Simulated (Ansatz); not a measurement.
**H2O (singlet): from Hartree-Fock to the top rungs at distance O1–H2 = 1.304 Å, cc-pVTZ**

How much of the correlation energy of H2O (singlet) does each wave-function method recover here?

Method: cc-pVTZ, core rule «outside noble gas», up to 1 orbitals frozen; program: Ansatz 0.2.0, Gaussian basis.

To be run: UHF; CCSD(T) on RHF; BCCD(T) on RHF; CISD; CCSDT(Q) on RHF; CASSCF and NEVPT2, 2 electrons in 2 orbitals; CASSCF and MRCISD+Q, 8 electrons in 6 orbitals; CASSCF and NEVPT2, 8 electrons in 6 orbitals.

21 further runs of the same task are left out: 12 that didn't finish, 9 set aside as unsound or not needed.

**1. What is computed**

The geometry derives from a PBE0/def2-TZVP stationary point (not a proven minimum). One bond is set to the value named and the two fragments are kept rigid.

3 atoms, charge 0, spin multiplicity 1.

Atoms are counted from 1 here; the program's logs count them from 0.

Bond lengths: O1–H3 0.960 Å.

As a file:

```
O     0.00000   -0.07704    0.01530
H     0.00000    0.71624   -1.01965
H     0.00000    0.50669    0.77685
```

**2. UHF**

Contents of in.yaml:

```yaml
crystal:
  periodic: [false, false, false]
  atoms:
    - {symbol: O, position_ang: [0.000000, -0.077043, 0.015296]}
    - {symbol: H, position_ang: [0.000000, 0.716243, -1.019650]}
    - {symbol: H, position_ang: [0.000000, 0.506685, 0.776846]}
basis:
  gaussian: {orbitals: cc-pVTZ}
magnetization: {spin_polarized: true, initial_magnetization: 0}
hamiltonian: {xc: hf}
output: {orbitals: {seedname: orbitals}}
```

Run with:

```bash
ansatz run in.yaml --threads 1 --pin off --events-out ev --progress --plain --max-ram 2393MiB
```

The runs that follow: CCSD(T) on RHF; BCCD(T) on RHF; CISD; CCSDT(Q) on RHF; CASSCF and NEVPT2, 2 electrons in 2 orbitals; CASSCF and MRCISD+Q, 8 electrons in 6 orbitals; CASSCF and NEVPT2, 8 electrons in 6 orbitals.

Before running them: what should the planned runs give, taken together? Wanted: RCCSDT(Q) below the RHF energy; RMP2 from RCCSDT(Q); RCCSD from RCCSDT(Q); RCCSD(T) from RCCSDT(Q); NEVPT2 pair from RCCSDT(Q); NEVPT2 valence from RCCSDT(Q); MRCISD+Q valence from RCCSDT(Q); T1 diagnostic; effectively unpaired electrons.

The runs gave:

```
                         quantity                      value
   RCCSDT(Q) below the RHF energy                 -7.8969 eV
              RMP2 from RCCSDT(Q)                 +437.8 meV
             RCCSD from RCCSDT(Q)                 +274.2 meV
          RCCSD(T) from RCCSDT(Q)                  +19.7 meV
       NEVPT2 pair from RCCSDT(Q)                 +401.8 meV
    NEVPT2 valence from RCCSDT(Q)                 +831.3 meV
  MRCISD+Q valence from RCCSDT(Q)                  +62.7 meV
levels within 1 kcal/mol (43 meV)  RCCSD(T), BCCD(T), RCCSDT
                    T1 diagnostic                      0.010
   effectively unpaired electrons                       0.04
```

**Reading.** RCCSD(T) lands +19.7 meV from the yardstick (0.2 % of the correlation energy). One determinant dominates. Of the multireference levels listed MRCISD+Q valence comes nearest in total energy (+62.7 meV), which doesn't show that its space is the better one. These misses are within one basis, not against nature.
